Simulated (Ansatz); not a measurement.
`C1CSCSC1`. The species carries charge 0 and has multiplicity 1. Geometry: relaxed with PBE0-D4/def2-TZVP.

```xyz
14

C     0.342    0.930   -0.927
C     0.972    0.855    0.460
S    -0.229    0.424    1.736
C    -0.487   -1.321    1.317
S    -0.251   -1.730   -0.433
C    -0.711   -0.147   -1.166
H     1.139    0.840   -1.673
H    -0.127    1.909   -1.068
H     1.780    0.123    0.488
H     1.393    1.818    0.756
H     0.209   -1.955    1.870
H    -1.504   -1.559    1.633
H    -0.847   -0.338   -2.232
H    -1.679    0.150   -0.761
```

Problem. What is the dipole moment at PBE/def2-TZVPP? (An estimate is asked.)

Solution. Ansatz gave: 1.11 D, with components (0.28, 0.76, -0.76) D in this frame, pointing from negative to positive charge.

Problem. And with r2SCAN, B3LYP, ωB97M-V? (Estimate.)

Solution. Computed: r2SCAN 1.18 D, B3LYP 1.11 D, ωB97M-V 1.12 D.

Problem. Give the Mulliken charges with PBE, r2SCAN, B3LYP in def2-TZVPP. (Estimate.)

Solution. Computed: 
```csv
atom,PBE,r2SCAN,B3LYP
C1,-0.08,-0.06,-0.10
C2,-0.14,-0.02,-0.14
S3,-0.14,-0.16,-0.13
C4,-0.16,-0.08,-0.18
S5,-0.14,-0.16,-0.13
C6,-0.14,-0.02,-0.14
H7,0.06,0.03,0.06
H8,0.06,0.03,0.06
H9,0.11,0.07,0.11
H10,0.10,0.06,0.10
H11,0.13,0.09,0.13
H12,0.13,0.09,0.13
H13,0.10,0.06,0.10
H14,0.11,0.07,0.11
```

B3LYP here is the variant with VWN-RPA as its local correlation; programs differ in this.
